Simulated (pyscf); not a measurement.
H₃C–BH–F (SMILES CBF) + H₂ (SMILES [H][H]) → H₂B–F (SMILES BF) + CH₄ (SMILES C) (four-centre exchange; singlet surface; B–C, H–H broken, B–H, C–H formed). Structures and frequencies: ωB97X-D3(BJ)/def2-SVP in PySCF. Energies in kcal/mol from the separated reactants.

```json
[
 {"level": "ωB97X-D3(BJ)/def2-TZVP", "barrier": "?", "reaction energy": "-2.2"},
 {"level": "r²SCAN/def2-TZVP", "barrier": "?", "reaction energy": "?"},
 {"level": "PBE0-D3(BJ)/def2-TZVP", "barrier": "27.1", "reaction energy": "-1.7"},
 {"level": "M06-2X/def2-TZVP", "barrier": "33.4", "reaction energy": "-1.9"},
 {"level": "ωB97M-D3(BJ)/def2-TZVP", "barrier": "32.4", "reaction energy": "-2.3"},
 {"level": "HF/def2-TZVP", "barrier": "50.5", "reaction energy": "-7.0"}
]
```

Fill in the missing entries.


- ωB97X-D3(BJ)/def2-TZVP, barrier: 32.9
- r²SCAN/def2-TZVP, barrier: 27.9
- r²SCAN/def2-TZVP, reaction energy: -1.1

The functionals in the table span 6.4 kcal/mol in this barrier, from PBE0-D3(BJ) to M06-2X. At the saddle there is also a short B–H contact that neither side keeps. This is the saddle that the search found; another between the same sides may lie lower.
